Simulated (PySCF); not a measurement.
Below is a simulated gas-phase N 1s photoelectron spectrum of tetrahydro-1,3,5-triazinium, `C1=[NH+]CNCN1`.

Every computed line was given a Gaussian of 0.5 eV full width at half maximum and an area set by the number of equivalent atoms; the highest printed point is 100. Method: delta-SCF UKS SCAN, pcX-2 on the ionised atom, pcseg-1 elsewhere, spin-free X2C (PySCF 2.14.0).

binding energy (eV), intensity and a bar:
```
    409.5          0 
    409.6          1 
    409.7          3 #
    409.8          8 ##
    409.9         17 #####
    410.0         31 #########
    410.1         44 #############
    410.2         50 ###############
    410.3         46 ##############
    410.4         33 ##########
    410.5         20 ######
    410.6          9 ###
    410.7          3 #
    410.8          1 
    410.9          0 
    411.0          1 
    411.1          2 #
    411.2          7 ##
    411.3         18 #####
    411.4         39 ############
    411.5         67 ####################
    411.6         91 ###########################
    411.7        100 ##############################
    411.8         88 ##########################
    411.9         62 ###################
    412.0         35 ##########
    412.1         16 #####
    412.2          6 ##
    412.3          2 
    412.4          0
```

Task: How many maxima does the curve show, and how many computed lines lie under it?

Result: The curve has 2 maxima (at 410.2 and 411.7 eV). Under it lie 2 lines from 2 inequivalent nitrogen sites.

Task: Decompose the envelope and assign each component. Numbering: `[CH:1]1=[NH+:2][CH2:3][NH:4][CH2:5][NH:6]1`.

Result: 
```json
{"position (eV)": "410.21", "relative area": "1", "line": "N 1s", "atoms": "N4", "environment": "secondary amine nitrogen"}
{"position (eV)": "411.69", "relative area": "2", "line": "N 1s", "atoms": "N2/N6", "environment": "nitrogen bonded to 2 C and H"}
```

Lowest listed N 1s: N4, bonded to 2 C and H. Highest, 1.48 eV above it: N2/N6, bonded to 2 C and H. Summing the Pauling electronegativity differences to the bonded atoms, each weighted by its formal bond order, gives -1.82 for the lowest site and -2.07 for the highest; the largest sum, -1.82, belongs to N4, 1.48 eV below the top. The smallest sum, -2.07, belongs to N2/N6, 1.48 eV above the lowest.

No satellites, vibrations or lifetime broadening are included. The first atom of each set that the bonding makes equivalent was ionised and stands for the set. The species carries charge +1, so core ionisation leaves charge +2. The structure is a single PBE0-D3(BJ)/def2-SVP conformer in the gas phase; no vibrational or solvent corrections.

On one thread, Arm Neoverse V1 (aarch64), no GPU, on a shared host, this took 34 s of wall time and 0.58 GiB of memory at its peak.
